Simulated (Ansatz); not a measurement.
Species: C2H6, charge 1, doublet. C2H6+ (parent SMILES CC, doublet).
B3LYP-D3(BJ)/def2-TZVP minimum from Ansatz (a quantum-chemistry and plane-wave program):
```xyz
8

C     -0.7102     0.0783     0.0615
C      0.7102    -0.0783    -0.0615
H     -1.2808    -0.4185    -0.7912
H     -1.0845     1.0520    -0.3982
H     -1.1686    -0.1179     1.0245
H      1.0845    -1.0520     0.3982
H      1.2808     0.4185     0.7912
H      1.1686     0.1179    -1.0245
```
Charge +1, spin multiplicity 2.

Total energies in cc-pVDZ, 13 correlated electrons, 2 frozen orbitals. Open shells are spin-unrestricted; no spin-orbit coupling. Cores are frozen in correlated methods. No relativity. The spin of C2H6+ (parent SMILES CC, doublet) was assumed, and the state is the lowest solution found for it.

| method | program | energy (Eh) | minus CCSDT(Q) (mEh) |
|---|---|---|---|
| HF | Ansatz | -78.82033 | 334.03 |
| MP2 | Ansatz | -79.10968 | 44.68 |
| CCSD | Ansatz | -79.14323 | 11.12 |
| CCSD(T) | Ansatz | -79.15299 | 1.37 |
| CCSDT(Q) | Ansatz | -79.15436 | 0.00 |

Rough core times of Ansatz's runs on a shared machine: CCSD(T) under 20 s, CCSDT(Q) 4 min.
